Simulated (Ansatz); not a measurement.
Geometry optimisation, Ansatz, UKS PBE/def2-TZVP.

Input:

```yaml
crystal:
  periodic: [false, false, false]
  atoms:
    - { symbol: H, position_ang: [-0.033972, -0.171205, -0.193501] }
    - { symbol: H, position_ang: [1.708985, -0.962179, -0.374292] }
    - { symbol: O, position_ang: [-0.920683, 0.16873, 0.018425] }
    - { symbol: H, position_ang: [-0.754231, 0.964654, 0.549268] }
magnetization:
  spin_polarized: true
  initial_magnetization: 1
basis:
  gaussian: { orbitals: def2-TZVP }
hamiltonian:
  xc: pbe
relax:
  f_tol: 0.03
  max_steps: 50
output:
  orbitals: {}
```

Launched with:

```bash
$ ansatz run input.yaml --threads 1 --pin off --max-ram 2048MiB --backend cpu --events-out ev --progress --plain --runs-dir out
```

Problem. Where does it end, and by what steps?

Solution. The forces met the threshold. The force dipped under the threshold on the way, but the program's further checks kept it going. After 6 steps the energy has fallen by 0.012 eV; H2 moved furthest, 0.36 Å.

```json
{"step": "0", "energy less start (eV)": "0.0000", "largest force component (eV/Å)": "0.092", "accepted": "yes"}
{"step": "1", "energy less start (eV)": "-0.0016", "largest force component (eV/Å)": "0.052", "accepted": "yes"}
{"step": "2", "energy less start (eV)": "-0.0094", "largest force component (eV/Å)": "0.079", "accepted": "yes"}
{"step": "3", "energy less start (eV)": "-0.0095", "largest force component (eV/Å)": "0.079", "accepted": "yes"}
{"step": "4", "energy less start (eV)": "-0.0112", "largest force component (eV/Å)": "0.036", "accepted": "yes"}
{"step": "5", "energy less start (eV)": "-0.0116", "largest force component (eV/Å)": "0.004", "accepted": "yes"}
{"step": "6", "energy less start (eV)": "-0.0118", "largest force component (eV/Å)": "0.006", "accepted": "yes"}
```

```xyz
4
Properties=species:S:1:pos:R:3
H -0.178 -0.163 -0.162
H 2.032 -1.108 -0.436
O -1.036 0.254 0.020
H -0.818 1.017 0.579
```

Run time: 3.9 s on 1 thread of AMD EPYC 7R43 64-Core Processor (Zen 3) (shared host), peak memory 0.11 GiB.
